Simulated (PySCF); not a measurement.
Species: C5H9P.
Atom-mapped SMILES: `[CH3:1][C:2]1=[CH:3][CH2:4][PH:5][CH2:6]1`

Geometry (GFN2-xTB, Å), atoms numbered from 1 in this order:
```
atom  x, y, z in Å
C1     2.0220   -0.2663    0.0817
C2     0.5414   -0.1149   -0.0272
C3    -0.3674   -1.0240    0.2921
C4    -1.8024   -0.6612    0.0583
P5    -1.8255    1.1905   -0.1819
C6    -0.0060    1.1701   -0.5907
H7     2.2837   -1.2490    0.4654
H8     2.4319    0.4923    0.7486
H9     2.4865   -0.1343   -0.8955
H10   -0.1283   -2.0036    0.6757
H11   -2.1829   -1.1527   -0.8451
H12   -2.4571   -0.9483    0.8841
H13   -1.6130    1.4623    1.1806
H14    0.4905    2.0559   -0.1887
H15    0.1221    1.1913   -1.6793
```

Definitions: NICS(0) = −σiso at the ring centroid; NICS(1) = −σiso and NICS(1)zz = −σzz at ±1 Å along the ring normal z. Level: GIAO PBE0/pcSseg-1 (PySCF, non-relativistic, gas phase) on the GFN2-xTB geometry, one conformer.

Ring bond lengths (Å), with Mayer bond orders in brackets: C2–C3 1.324 (1.86), C3–C4 1.499 (1.01), C4–P5 1.867 (0.99), P5–C6 1.865 (0.98), C6–C2 1.506 (1.02).

Question: What do the NICS probes read (ppm)?

Answer: 
```tsv
ring	type	NICS(0)	NICS(1), two faces	NICS(1)zz, two faces	rms pucker (Å)	centre to ring atoms, mean (Å)
C2–C3–C4–P5–C6	5-membered ring with P; formal bonds 1 double, 4 single	-3.1	-3.9 / -3.1	-2.4 / -2.6	0.12	1.36
```

Question: What do they say, and how far can they be read as aromaticity?

Answer: 
- C2–C3–C4–P5–C6: mean NICS(1)zz -2.5 ppm, near zero. C4, C6 have four or more neighbours; no verdict on aromaticity is drawn.

Question: What are the shieldings of the ring atoms and their hydrogens in the same run (means over atoms taken as equivalent)?

Answer: 
| atoms | environment | σ isotropic (ppm) | principal values of the symmetric part, first atom (ppm) |
| --- | --- | --- | --- |
| C2 | fully substituted alkene carbon | 36.5 | -69.3, 42.6, 136.1 |
| C3 | alkene CH carbon | 53.0 | -41.7, 70.3, 130.4 |
| C4 | sp3 carbon bound to phosphorus | 154.3 | 127.8, 154.2, 180.9 |
| P5 | phosphine phosphorus | 391.2 | 281.2, 431.3, 461.3 |
| C6 | sp3 carbon bound to phosphorus | 150.8 | 122.1, 148.9, 181.4 |
| H10 | vinylic hydrogen | 25.80 | 23.2, 26.2, 28.0 |
| H11 (×2) | methylene hydrogen | 29.17 | 24.5, 26.9, 35.7 |
| H13 | P–H hydrogen | 28.40 | 24.2, 26.7, 34.3 |
| H14 (×2) | methylene hydrogen | 29.38 | 25.3, 28.2, 35.2 |
